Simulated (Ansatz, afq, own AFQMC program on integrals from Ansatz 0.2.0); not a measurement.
AlB⁺, doublet: AFQMC among the cluster methods

```yaml
atoms:
  - { symbol: B, position_ang: [0.0000, 0.0000, 0.0000] }
  - { symbol: Al, position_ang: [0.0000, 0.0000, 2.0805] }
```

Basis cc-pVDZ. Noble-gas cores (and the filled d shells of Ga–Kr and In–Xe) are frozen. AFQMC by an in-house program on the Cholesky factors that Ansatz 0.2.0 writes for its CCSD(T) run. The CISD trial takes its coefficients from CCSD amplitudes. Released means that phaseless walkers are propagated on without the constraint, phases kept. Uncertainties: one standard error, sampling alone.

Determinant: UHF, the one that the program's search chose, which needn't be the lowest solution. The geometry is a PBE0/def2-TZVP stationary point of this or a neighbouring charge and spin state.

Full CI on the same integrals is exact in this basis and with this determinant's frozen core.

Cautions: strong correlation (T1 0.114, weight of the determinant 0.74, largest double 0.22); (T) is large, 6 % of the CCSD correlation; unrestricted determinant spin contaminated (⟨S²⟩ 1.48 against 0.75); the released energy hasn't reached full CI (35 meV above it at 2.40 1/Eh), so no released level is given (meV from the phaseless value at times in 1/Eh: -11 ± 10 at 0.24, -18 ± 10 at 0.51, -30 ± 9 at 0.99, -35 ± 10 at 1.62, -38 ± 12 at 2.40).

The T1 diagnostic is 0.1143 and the weight of the determinant in the CISD state is 0.742. The ⟨S²⟩ of the determinant is 1.483. The size of the correlated space is 5 electrons in 26 orbitals.

Reference: full CI, correlation energy -2.798 eV. The cautions show a poor starting determinant, so the rows tell how each method copes with it here, and full CI is the sure value.

```tsv
level	E − E(reference) (mEh)	share of correlation (%)
HF	102.81	0.00
MP2	47.60	53.70
CCSD	10.33	89.96
CCSD(T)	4.58	95.55
CCSDT	0.51	99.51
CCSDT(Q)	-0.01	100.01
ph-AFQMC/HF	3.23 ± 0.95	96.86
ph-AFQMC/CISD	2.68 ± 0.33	97.40
```

CCSDT and higher add their correlation energy to the determinant of the CCSD(T) run, since their own runs factorise the integrals more tightly (a shift of under 2 meV). A walk keeps the symmetry of its determinant, which the program's search chose and which needn't be the lowest solution, so a lower state of the same spin and another symmetry isn't excluded.
